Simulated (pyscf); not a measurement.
PySCF, gas phase, ωB97X-D3(BJ)/def2-SVP geometries. Correlated levels are frozen-core, on RHF or UHF. ΔMP2 is the change of the MP2 total energy from the triple- to the quadruple-zeta basis.

SMILES: [SbH2][SH]
```xyz
5

S      0.5292    -0.4962     0.0794
Sb    -1.5980     0.4348     0.7890
H      0.0238    -1.5058    -0.6540
H     -2.3367     0.3826    -0.7526
H     -2.3105    -1.0594     1.2190
```
Charge 0, spin multiplicity 1.

**Question.** How much does it cost (ΔH, 298 K, CCSD(T)/def2-TZVPP + ΔMP2(QZVPP)) to split HS–SbH₂ at its H–S bond into •S–SbH₂ + H•?

**Answer.** H–S to •S–SbH₂ + H•: 85.6 kcal/mol. Other isomers of •S–SbH₂ were not searched in full and may lie lower. The CCSD(T) − MP2 part came from Ansatz, without density fitting, on the same reference. The frozen core leaves the outer d or s,p core shells of the metals and heavy elements correlated in the MP2 and CC values, and def2-TZVPP describes them poorly, which can shift differences by a few kcal/mol. Elements past Kr carry the def2 core potentials, without spin-orbit coupling.
